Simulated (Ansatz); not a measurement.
Basis-set extrapolation for C4H7ClO, SMILES `C=COCCCl` (PBE0-D4/def2-TZVP geometry, frozen core, Ansatz 0.2.0). Multiplicity 1, RHF reference.

```json
{"": "HF", "def2-TZVPP": "-689.979782", "def2-QZVPP": "-690.003218"}
{"": "MP2 correlation", "def2-TZVPP": "-1.090301", "def2-QZVPP": "-1.171476"}
{"": "CCSD(T) correlation", "def2-TZVPP": "-1.191007", "def2-QZVPP": "not run"}
```

Energies in hartree. Use E(X) = E(∞) + A·exp(−7.88·√X) for Hartree–Fock and E(X) = E(∞) + B·X^(−2.97) for correlation, with X = 3 and 4, and add CCSD(T) minus MP2 of the smaller set to the MP2 limit.

Task: What is the CCSD(T) energy at the basis-set limit?

Result: HF limit: -690.003218 + (-0.023436) × 0.13774 = -690.00645. MP2 limit: -1.171476 + (-0.081175) × 0.74074 = -1.23161. Higher-order term: -1.191007 − (-1.090301) = -0.10071. Total: -691.33877 hartree, 441.0 kJ/mol below CCSD(T)/def2-TZVPP.
